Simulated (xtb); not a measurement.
xtb input (GFN2-xTB):

```bash
xtb mol.xyz --gfn 2 --ohess tight --chrg -1 --uhf 0
```
mol.xyz:
```
4

O     -0.96813402    -0.78933109    -0.02884871
C      0.08295622     0.00482521    -0.03336772
O      1.25566169    -0.29654104    -0.02547359
H     -0.30622857     1.03763012     0.01278758
```

End of the output:

```
   ------------------------------------------------------------------------
    298.15    0.395265E-02    0.226289E-01    0.270709E-01   -0.444199E-02
   ------------------------------------------------------------------------

         :::::::::::::::::::::::::::::::::::::::::::::::::::::
         ::                  THERMODYNAMIC                  ::
         :::::::::::::::::::::::::::::::::::::::::::::::::::::
         :: total free energy         -11.002744608671 Eh   ::
         ::.................................................::
         :: total energy              -10.998302623463 Eh   ::
         :: zero point energy           0.018676291886 Eh   ::
         :: G(RRHO) w/o ZPVE           -0.023118277095 Eh   ::
         :: G(RRHO) contrib.           -0.004441985208 Eh   ::
         :::::::::::::::::::::::::::::::::::::::::::::::::::::

optimized geometry written to: xtbopt.xyz

           -------------------------------------------------
          | TOTAL ENERGY              -10.998302623463 Eh   |
          | TOTAL ENTHALPY            -10.975673678710 Eh   |
          | TOTAL FREE ENERGY         -11.002744608671 Eh   |
          | GRADIENT NORM               0.000060370165 Eh/α |
          | HOMO-LUMO GAP               5.349053527551 eV   |
           -------------------------------------------------

------------------------------------------------------------------------
------------------------------------------------------------------------
 total:
 SCF:
 ANC optimizer:
 analytical hessian:
```

It need not be the lowest isomer of its formula. Whether it binds its extra electron was not tested at this geometry.
